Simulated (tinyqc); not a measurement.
The basis set: RHF and MP2 along a ladder of basis sets, for CO, spin multiplicity 1. Computed by the program tinyqc with PySCF. 

Geometry (angstrom):
```
atom       x       y       z
C     0.0000  0.0000  0.0000
O     0.0000  0.0000  1.0250
```

Same geometry throughout; the dipole is taken about the origin.

RHF and frozen-core MP2 in a ladder of bases:
```
basis        functions  E(RHF) (hartree)  E(MP2 corr) (hartree)  HOMO (eV)  LUMO (eV)  dipole (debye)
sto-3g              10        -111.17244               -0.10601    -12.344      9.837           0.399
3-21g               18        -112.05911               -0.19106    -14.433      5.759           0.027
6-31g               18        -112.63255               -0.19116    -14.626      5.181           0.071
6-31g**             28        -112.71071               -0.26027    -14.501      5.664           0.147
cc-pvdz             28        -112.72596               -0.26903    -14.531      5.422           0.255
aug-cc-pvdz         46        -112.73143               -0.28096    -14.704      2.153           0.226
cc-pvtz             60        -112.76115               -0.33897    -14.682      4.798           0.236
```

From cc-pVDZ to cc-pVTZ the RHF energy falls by 35.2 mhartree and the correlation energy by 69.9. If valence correlation converges as X^-3, (27 E(T) - 8 E(D))/19 gives -0.3684 hartree, a rough estimate from such small X that usually falls short; STO-3G holds about 29 % of it. Beyond STO-3G the LUMO moves by 3.6 eV and the HOMO by 0.3 eV; diffuse functions lower the positive LUMO sharply, since an unbound virtual level tracks the most diffuse function.
